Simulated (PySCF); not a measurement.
Species: CH₆BP.
Bonds: C1–B2, B2–P3. Hydrogens: H4, H5, H6 on C1; H7 on B2; H8, H9 on P3.

Computed with core-valence-separated Tamm–Dancoff BHandHLYP/aug-pcX-1 (pcseg-1 on H, def2-SVPD on P) in PySCF, non-relativistic, gas phase, PBE0-D3(BJ)/def2-SVP geometry.

Computed carbon K-edge spectrum, Gaussian lines of 0.3 eV full width, highest printed point 100; it ends one width below the last computed root. No shift to experiment was applied.

```json
{"photon energy (eV)": "284.5", "absorption": "0"}
{"photon energy (eV)": "284.6", "absorption": "1"}
{"photon energy (eV)": "284.7", "absorption": "3"}
{"photon energy (eV)": "284.8", "absorption": "7"}
{"photon energy (eV)": "284.9", "absorption": "8"}
{"photon energy (eV)": "285.0", "absorption": "5"}
{"photon energy (eV)": "285.1", "absorption": "2"}
{"photon energy (eV)": "285.2", "absorption": "0"}
{"photon energy (eV)": "285.3", "absorption": "0"}
{"photon energy (eV)": "285.4", "absorption": "2"}
{"photon energy (eV)": "285.5", "absorption": "11"}
{"photon energy (eV)": "285.6", "absorption": "42"}
{"photon energy (eV)": "285.7", "absorption": "88"}
{"photon energy (eV)": "285.8", "absorption": "100"}
{"photon energy (eV)": "285.9", "absorption": "61"}
{"photon energy (eV)": "286.0", "absorption": "20"}
{"photon energy (eV)": "286.1", "absorption": "4"}
{"photon energy (eV)": "286.2", "absorption": "1"}
{"photon energy (eV)": "286.3", "absorption": "1"}
{"photon energy (eV)": "286.4", "absorption": "3"}
{"photon energy (eV)": "286.5", "absorption": "6"}
{"photon energy (eV)": "286.6", "absorption": "10"}
{"photon energy (eV)": "286.7", "absorption": "14"}
{"photon energy (eV)": "286.8", "absorption": "15"}
{"photon energy (eV)": "286.9", "absorption": "13"}
```

Question: Assign the maxima to core holes.

Answer: 3 maxima:
- 284.9 eV: C1 (sp3 carbon bound to boron), 284.88 eV, f = 0.005, 100 % of the height at the exact maximum
- 285.8 eV: C1 (sp3 carbon bound to boron), 285.77 eV, f = 0.061, sum of 2, 100 % of the height at the exact maximum
- 286.8 eV: C1 (sp3 carbon bound to boron), 286.87 eV, f = 0.007, 65 % of the height at the exact maximum; C1 (sp3 carbon bound to boron), 286.66 eV, f = 0.005, 34 % of the height at the exact maximum

Roots within 0.03 eV on the same or equivalent atoms count as one line; shares under 12 % aren't listed.

Vibrational structure and lifetime widths aren't in the curve. The ionisation threshold wasn't computed; near and above it a finite basis only mimics Rydberg series and continuum.

The values belong to the conformer `[CH3:1][BH:2][PH2:3]`: H–P3–B2–C1 -143°, H–P3–B2–C1 -40°.
